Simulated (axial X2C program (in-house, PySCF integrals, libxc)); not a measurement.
**A two-component session on PH: properties at the nuclei**

Wanted for PH: properties at the nuclei, at the two-component level.

Method: two-component X2C with atomic mean-field terms, P dyall-v3z, H dyall-v3z; program: an in-house X2C program for linear molecules on PySCF integrals.

All values are calculated.

### 1 The job

task.json

```json
{"zs": [15, 1], "q": 0, "bas": ["dyall-v3z", "dyall-v3z"], "r0": 1.43, "levels": ["PBE0", "HF", "PBE50", "TPSSh", "LDA"], "nst": 3}
```

Keys: zs atomic numbers; q charge; bas basis sets; r0 starting distance in Å; levels methods (HF also brings MP2); nst determinants followed.

Run with:

```bash
python soeom.py task.json out
```

Further steps of the session: Expectation values, lowest determinant; Expectation values, a higher determinant; Expectation values, a higher determinant.

Q: Predict the outcome of this session. Wanted: lowest determinant; Eeff magnitude; Ws magnitude P; A∥/gI P; qzz P; higher determinant; qzz H; μ (for each run or level that gives them).

The runs gave:

| quantity | value |
| --- | --- |
| lowest determinant | Ω = 1 (excess of +ω over −ω: ω = -1/2, ω = 3/2) |
| Eeff magnitude (GV/cm), PBE0 | 0.0352 |
| Ws magnitude P (kHz), PBE0 | 0.0138 |
| A∥/gI P (MHz), PBE0 | -158 |
| qzz P (a.u.), PBE0 | -0.76 |
| higher determinant | Ω = 0 (closed shell) |
| qzz P (a.u.), PBE0, higher determinant | -0.85 |
| qzz H (a.u.), PBE0, higher determinant | 0.17 |
| μ (D), PBE0, higher determinant | 0.50 |
| higher determinant | Ω = 2 (excess of +ω over −ω: ω = 1/2, ω = 3/2) |
| Eeff magnitude (GV/cm), PBE0, higher determinant | 0.00349 |
| Ws magnitude P (kHz), PBE0, higher determinant | 0.000689 |
| A∥/gI P (MHz), PBE0, higher determinant | 344 |
| qzz P (a.u.), PBE0, higher determinant | -0.87 |

**Reading.** In the first state, the effective field runs from 0.015 to 0.065 GV/cm over the mean-field levels, so the levels don't agree on it. The expectation values come from single determinants, which for open shells can mix terms of unlike spin or miss the lowest Ω, so a determinant need not be a state. Eeff is the effective electric field on the electron dipole moment in this Ω state and Ws the scalar–pseudoscalar constant (defined with the proton number Z and per Ω); A∥ is the parallel hyperfine constant, which follows by multiplying with the nuclear g factor gI = μI/(I μN); qzz is the electric field gradient, eQq0 = 234.96 MHz × Q/barn × qzz; μ is positive if H is the positive end. The operators were transformed with the bare-nucleus X2C matrices.
